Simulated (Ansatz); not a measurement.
Input:

```yaml
crystal:
  periodic: [false, false, false]
  atoms:
    - { symbol: Al, position_ang: [-0.030106, 0.191989, 0.1599] }
    - { symbol: "N", position_ang: [-0.019484, 0.085229, 2.070294] }
    - { symbol: H, position_ang: [-0.768941, -0.392614, 2.554252] }
    - { symbol: H, position_ang: [0.840538, -0.086219, 2.575723] }
    - { symbol: H, position_ang: [1.383542, 0.013217, -0.520245] }
    - { symbol: H, position_ang: [-1.378533, -0.332623, -0.488584] }
    - { symbol: O, position_ang: [-0.282967, 2.029435, 0.688476] }
    - { symbol: H, position_ang: [-1.095585, 2.513701, 0.512858] }
    - { symbol: H, position_ang: [-0.274663, 1.454389, 1.667228] }
basis:
  gaussian: { orbitals: def2-TZVP }
hamiltonian:
  xc: b3lyp
  dispersion: d4
md:
  timestep: 0.5
  n_steps: 200
  ensemble: nve
  temperature: 100.0
  initial_velocities: maxwell_boltzmann
  seed: 7193
```

Launched with:

```bash
$ ansatz run input.yaml --threads 4 --pin off --max-ram 5120MiB --backend cpu --events-out ev --progress --plain --runs-dir out
```

Hardware: 4 threads of Intel(R) Xeon(R) Gold 6455B (Sapphire Rapids), on a shared host.

Question: Roughly how long does this run take, and how much memory?

Answer: 2.1 min, with a peak of 0.25 GiB, for 201 ionic steps.
